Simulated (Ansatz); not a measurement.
**AlNH₂+ (quartet): the correlation ladder, cc-pVDZ**

An exercise on one series of results from a longer session: the logs are not shown, and one member is left open.

Computed with Ansatz 0.2.0, Gaussian basis. Level: cc-pVDZ, core rule «outside noble gas», up to 6 orbitals frozen.

To be run: UHF; CCSD(T) on ROHF; CCSD(T) on UHF; BCCD(T) on ROHF; CISD; CCSDT(Q) on ROHF; CCSDT(Q) on UHF; CCSDTQ on ROHF.

16 further runs of the same task are left out: 10 for a known fault of the program, 6 set aside as unsound or not needed.

## The geometry

The geometry is a PBE0/def2-TZVP stationary point (not a proven minimum) of the parent state, kept for this charge and spin.

4 atoms, charge 1, spin multiplicity 4.

Atoms are counted from 1 here; the program's logs count them from 0.

Bond lengths: Al1–N2 1.768 Å, Al1–H3 1.611 Å, N2–H4 1.009 Å. Angles: N2–Al1–H3 113.2°, Al1–N2–H4 161.1°.

The first run:

in.yaml

```yaml
crystal:
  periodic: [false, false, false]
  atoms:
    - {symbol: Al, position_ang: [0.000000, -0.084877, 0.620504]}
    - {symbol: N, position_ang: [0.000000, 0.035620, -1.143535]}
    - {symbol: H, position_ang: [0.000000, 1.349999, 1.353786]}
    - {symbol: H, position_ang: [0.000000, 0.427096, -2.073077]}
basis:
  gaussian: {orbitals: cc-pVDZ}
total_charge: 1
magnetization: {spin_polarized: true, initial_magnetization: 3}
hamiltonian: {xc: hf}
output: {orbitals: {seedname: orbitals}}
```

Command:

```bash
ansatz run in.yaml --threads 1 --pin off --events-out ev --progress --plain --max-ram 4096MiB --backend cpu
```

Steps of the session up to this table: UHF; CCSD(T) on ROHF; CCSD(T) on UHF; BCCD(T) on ROHF; CISD; CCSDT(Q) on ROHF; CCSDT(Q) on UHF; CCSDTQ on ROHF.

One of the session's tables, all rows but one given; the rest of the session is left out.

```
   method  from RCCSDTQ (meV)
     ROHF             +4834.1
      UHF             +4585.8
     RMP2              +944.3
     UMP2              +925.7
     CISD              +327.0
    RCCSD              +107.9
    UCCSD              +101.6
 RCCSD(T)               +26.8
 UCCSD(T)                   ?
  BCCD(T)               +25.6
   RCCSDT                +4.5
   UCCSDT                +2.6
RCCSDT(Q)                +0.7
UCCSDT(Q)                -1.3
  RCCSDTQ                   0
```

Estimate the missing values for UCCSD(T).

The run gave: from RCCSDTQ (meV): +24.4. In the column «from RCCSDTQ (meV)» it lies between RCCSDT (+4.5) and BCCD(T) (+25.6).

Limits of these values: Restricted and unrestricted rows rest on different reference determinants; where their highest levels disagree by more than a few hundredths of an eV, they describe different states and don't form one ladder.
